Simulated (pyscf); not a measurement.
Thermochemistry of product channels of H₃Si–PH₂ on the singlet surface, in kJ/mol, from ωB97M-D3(BJ)/def2-TZVP energies (ideal gas, 1 atm, RRHO with modes under 100 cm⁻¹ raised to 100, one conformer, R ln 2 for rigid chiral ones). Structures and frequencies: ωB97X-D3(BJ)/def2-SVP in PySCF.

```tsv
products	ΔE	ΔH(298 K)	ΔG(600 K)	ΔG(900 K)
PH₃ + silylene (SiH₂) [singlet]	+246.4	+235.1	+152.2	+112.5
H₂Si=PH + hydrogen (H₂)	+167.3	+154.0	+84.9	+49.1
:HSi–PH₂ [singlet] + hydrogen (H₂)	+215.1	+201.5	+124.6	+84.6
```

These are energies of the channels, which say nothing of barriers.
